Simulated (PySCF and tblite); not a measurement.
C₃H₇N, numbered as in [NH2:1][CH:2]1[CH2:3][CH2:4]1.

Search: ETKDG and KDG, MMFF94s, GFN2-xTB, 90 starts; geometries at PBE0-D3(BJ)/def2-SVP. Free energies are PBE0-D3(BJ)/def2-TZVP (IEF-PCM, chloroform) single points with GFN2-xTB rigid-rotor and vibrational terms (modes under about 100 cm⁻¹ blended into free rotors). Symmetry numbers and mirror images are counted. Conformers within 3 kcal/mol (GFN2-xTB free energy) were kept, 8 at most. GIAO shieldings: PBE0/pcSseg-1 (IEF-PCM, chloroform). Shifts are against TMS (¹H), TMS (¹³C), NH3 (¹⁵N) at the same level; of two unlike H on one atom, a is the less shielded. Codes: tblite and PySCF.

Question: List the conformer-averaged shifts at 298.15 K.

Answer: ¹H: 2.17 (H2, 1H), 0.44 (H3a/H4a, 2H), 0.21 (H3b/H4b, 2H) ppm. ¹³C: 25.4 (C2), 9.8 (C3/C4) ppm. ¹⁵N: 45.3 (N1) ppm.

Question: How do the conformers differ?

Answer: Torsions listed: H1–N1–C2–C3. Of a mirror pair one member is shown.
```json
{"conformer": "1", "shape": "-155°", "weight %": "90.9"}
{"conformer": "2", "shape": "-27°", "weight %": "9.1"}
```

```
 signal     1     2  average
     H2  2.18  2.04     2.17
H3a/H4a  0.43  0.52     0.44
H3b/H4b  0.23  0.03     0.21
     C2  25.2  27.4     25.4
  C3/C4   9.8   9.6      9.8
     N1  45.4  44.5     45.3
```

H on N, O and S are left out: they exchange, and hydrogen bonds move them by several ppm. Unscaled ¹⁵N shifts at such levels can be off by tens of ppm; differences between conformers or isomers are more reliable. Shifts are unscaled: against experiment ¹³C can be off by 15 ppm or more and ¹H by 0.8 ppm.


¹⁵N shifts are against a computed isolated NH3 molecule, about 20 ppm from the liquid.